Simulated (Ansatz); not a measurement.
Consider the atomization: `NC(N)(F)S` → C• + F• + 5 H• + 2 N• + S•.

Isolated molecules relaxed with PBE0-D4/def2-TZVP in Ansatz; ΔE leaves out vibrations. CCSD(T)/CBS adds triple-zeta CCSD(T) − MP2 to the extrapolated MP2 energy (def2 sets, frozen cores). This one scheme is used for every species, atoms too. For atomizations the MP2-based limit and the directly extrapolated one differ by several kJ/mol either way, and by 10 to 25 for some Ge, Se and Sn compounds, so smaller differences from it don't rank the levels. Functionals use def2-TZVPP. B3LYP here is the variant with VWN-RPA as its local correlation; programs differ in this. HSE06 is defined as in plane-wave codes. No spin–orbit coupling; open shells (•) take unrestricted orbitals. Spin–orbit coupling would lower the free atoms: a little for C, F, S. One conformer a species, not always the lowest.

(1) What is ΔE at CCSD(T)/CBS? (Best estimate.)

(2) What do these levels give: LDA (SPW92), PBE0-D4, B3LYP, r2SCAN0, HSE06, CCSD(T)/def2-TZVPP? (Estimate.)

(3) What do rigid-rotor, harmonic-oscillator terms from PBE0-D4/def2-TZVP frequencies (298.15 K, 1 bar) make of the CCSD(T)/CBS value? (Estimate.)

Largest T1 diagnostic among the species: 0.011.

Answers

(1) Ansatz gave: +832.1 kcal/mol.

(2) Computed: LDA (SPW92) 990.8, PBE0-D4 836.5, B3LYP 826.7, r2SCAN0 809.8, HSE06 833.7, CCSD(T)/def2-TZVPP 802.5 kcal/mol.

(3) The calculation gave: ΔZPE = -46.0 kcal/mol, ΔH = +796.4 kcal/mol, ΔS = 1046 J/(mol·K), ΔG = +721.9 kcal/mol. Open shells count their whole term as degenerate.

From BLYP to BHLYP (50 % exact exchange), in def2-TZVPP and without D4, ΔE moves by −39.8 kcal/mol: exact exchange takes away binding that semilocal exchange gives to molecules. At CCSD(T), def2-SVP lies −61.2 kcal/mol from the extrapolated value and def2-TZVPP −29.7 kcal/mol: correlation converges slowly with the basis, and small sets miss more of it in the bonded molecule than in its fragments.
